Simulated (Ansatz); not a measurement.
in.yaml

```yaml
crystal:
  periodic: [false, false, false]
  atoms:
    - {symbol: Cl, position_ang: [0.000000, 0.000000, -1.304267]}
    - {symbol: H, position_ang: [0.000000, 0.000000, -0.025467]}
    - {symbol: N, position_ang: [0.000000, 0.000000, 1.329733]}
basis:
  gaussian: {orbitals: cc-pVDZ}
magnetization: {spin_polarized: true, initial_magnetization: 3}
hamiltonian: {xc: {name: r2SCANh}}
```

```sh
$ ansatz run in.yaml --threads 1 --pin off --events-out ev --progress --plain --max-ram 2560MiB --backend cpu
```

The program prints:

```
378 factors; integrals over basis functions are off by at most 1.2e-3 eV
mean field evaluation 1: about -14022.3288 eV, gradient 6.3e0 eV
mean field evaluation 2: about -14022.6650 eV, gradient 3.2e0 eV
mean field evaluation 4: about -14022.7234 eV, gradient 5.7e-1 eV
mean field evaluation 8: about -14022.7400 eV, gradient 1.6e-2 eV
mean field -14022.74000249 eV, -515.3261901370 hartree, gradient 2.0e-5 eV, S^2 3.757403; 0 other end points of the search recorded, 0 dependent functions left out
reference -14022.74000621 eV, -515.3261902737 hartree; 14, 11 occupied and 23, 26 virtual orbitals, 378 factors
Total energy: -14022.74000621 eV, -515.3261902737 hartree
```

Ran on 1 thread of AMD EPYC 7R13, shared host: 1.1 s wall, 0.18 GiB peak host memory.
